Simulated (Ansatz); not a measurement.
SiBCl, quintet in cc-pVDZ: errors against UCCSDT(Q)

Geometry: that of the SiBCl, triplet, kept fixed. The triplet lies 3.8 eV lower here.

| atom | x (Å) | y (Å) | z (Å) |
| --- | --- | --- | --- |
| B | 0.0000 | 0.0000 | 0.0637 |
| Si | 0.0000 | 0.0000 | -1.8172 |
| Cl | 0.0000 | 0.0000 | 1.7535 |

Basis cc-pVDZ; Ansatz 0.2.0. Only valence electrons are correlated (noble-gas cores frozen), which leaves 14 electrons in 39 orbitals. R marks a restricted (for open shells ROHF) determinant, U an unrestricted one. Active spaces: valence = (12e, 11o, short of the full valence) chosen from the atoms' valence shells.

Full CI isn't at hand for all of this; UCCSDT(Q) serves as the reference, and is uncertain by about the last step of the cluster series. The frozen core follows each run's orbitals, which can shift R against U totals by a few meV.

For open shells CISD is restricted-active-space CI with the open shells as a complete middle space.

The UHF ⟨S²⟩ is 6.014, the T1 diagnostic (RCCSD) is 0.0290 and the largest doubles amplitude (RCCSD) is 0.070. The T1 diagnostic (UCCSD) is 0.0263.

```
                   level  E − E(UCCSDT(Q)) (kcal/mol)  share of correlation (%)  wall time
                     RHF                       175.56                      0.00          –
                     UHF                       172.67                      1.65          –
                    RMP2                        26.63                     84.83          –
                    UMP2                        27.10                     84.56          –
                    CISD                        21.44                     87.79       29 s
                   RCCSD                         6.55                     96.27          –
                   UCCSD                         6.47                     96.32          –
                RCCSD(T)                         1.21                     99.31      2.8 s
                UCCSD(T)                         1.21                     99.31        3 s
                 BCCD(T)                         1.19                     99.32      3.1 s
                  RCCSDT                         0.43                     99.76          –
                  UCCSDT                         0.41                     99.77          –
               RCCSDT(Q)                         0.06                     99.97       45 s
  CASSCF (valence space)                       141.95                     19.15          –
  NEVPT2 (valence space)                        28.46                     83.79      8.5 s
  MRCISD (valence space)                        14.52                     91.73          –
MRCISD+Q (valence space)                         2.31                     98.68       16 s
```

The correlation energy at UCCSDT(Q), counted from RHF, is -7.613 eV. That run took 39 s on 1 thread of Arm Neoverse V1, shared host.

Times hold each run's SCF and search for its determinant on a shared host, so for small cases they say little of a method's own cost; they ran on 1 thread of Arm Neoverse V1.

Natural occupations of CASSCF (valence space) about the gap: 1.982 1.976 1.973 1.005 1.002 0.999 0.998 0.028 0.024 0.017; effectively unpaired electrons, Σ n²(2−n)², 4.01.
